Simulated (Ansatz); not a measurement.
Wavefunction ladder for `CNC(N)=S`

Cartesian coordinates in Å:
```
C -1.3760 0.0911 -0.2826
N -0.0525 0.3079 -0.7993
C 1.0975 0.0335 -0.1550
N 0.9726 -0.4577 1.0974
S 2.5826 0.2613 -0.8715
H -2.1006 0.3459 -1.0540
H -1.5366 -0.9564 -0.0050
H -1.5873 0.7237 0.5879
H 0.0719 0.6507 -1.7352
H 1.8243 -0.5744 1.6150
H 0.1042 -0.4256 1.6023
```

The species carries charge 0 and has multiplicity 1. Geometry: relaxed with PBE0-D4/def2-TZVP. It is one conformer, not always the lowest. Frozen core, restricted reference, Ansatz. CBS rows extrapolate triple and quadruple zeta; past MP2 they add the triple-zeta difference.

```tsv
basis	HF (Eh)	MP2 corr.	CCSD corr.	(T)	CCSD(T) total
def2-TZVPP	-585.75704	?	-0.95816	?	?
def2-QZVPP	-585.77724	?	–	–	–
CBS(def2)	-585.78002	-1.03822	?	as TZ	?
```

(1) Fill in the withheld values. (Estimate.)

Results:

(1) Ansatz gave: def2-TZVPP MP2 corr.: -0.92114; def2-TZVPP (T): -0.04356; def2-TZVPP CCSD(T) total: -586.75876; def2-QZVPP MP2 corr.: -0.98840; CBS(def2) CCSD corr.: -1.07525; CBS(def2) CCSD(T) total: -586.89883.
